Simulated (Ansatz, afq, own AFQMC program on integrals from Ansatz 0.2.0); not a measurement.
# GeH$_{3}$O, doublet: AFQMC among the cluster methods

```xyz
5

Ge   -0.0296   -0.0183    0.3241
O     0.0862    0.1056   -1.4537
H     0.7569   -1.2766    0.7958
H     0.6249    1.2888    0.8261
H    -0.6164   -0.3702   -1.9029
```

Connectivity, by distances: GeH2–OH.

Basis cc-pVDZ. Only valence electrons are correlated. AFQMC by an in-house program on the Cholesky factors that Ansatz 0.2.0 writes for its CCSD(T) run. ph-AFQMC/CISD is guided by a CISD state made of CCSD amplitudes; releasing the constraint for a short imaginary time cuts its bias at the price of noise, slowly where states lie close. Uncertainties: one standard error, sampling alone. No spin–orbit coupling.

Determinant: UHF, the one that the program's search chose, which needn't be the lowest solution. The geometry is a point of a scan.

No full CI on the walks' own integrals is used here. The released AFQMC energy serves as the reference, which it does only where one determinant dominates, the energy is flat over the last release times and near the phaseless one (40 meV or 2 meV an electron, half that with transition metals). On small molecules, where full CI could be run and the noise was under 10 meV, such values lay within 10 meV of it in 19 cases of 20, a flattering rate, since the rule was set on those same cases; what remains of the bias isn't in the error bar.

Cautions: no relativity below Rb; no spin-orbit coupling; inner d shell frozen; the released value is read at 2.40 1/Eh with a noise of 22 meV, more than in the cases checked (meV from the phaseless value at times in 1/Eh: 8 ± 12 at 0.24, -8 ± 12 at 0.51, -16 ± 14 at 0.99, -32 ± 14 at 1.62, -20 ± 22 at 2.40).

```
T1 diagnostic                               : 0.0160
weight of the determinant in the CISD state : 0.893
⟨S²⟩ of the determinant                     : 0.754
size of the correlated space                : 13 electrons in 41 orbitals
```

Reference: AFQMC with the constraint released, correlation energy -8.335 ± 0.022 eV.

```csv
level,E − E(reference) (kJ/mol),share of correlation (%)
HF,804.2 ± 2.1,0.00
MP2,81.0 ± 2.1,89.92
CCSD,21.9 ± 2.1,97.28
CCSD(T),4.8 ± 2.1,99.40
ph-AFQMC/CISD,1.9 ± 2.6,99.76
```

Released energies are given only where the last usable release times agree within the noise; a slower fall can still hide under it.
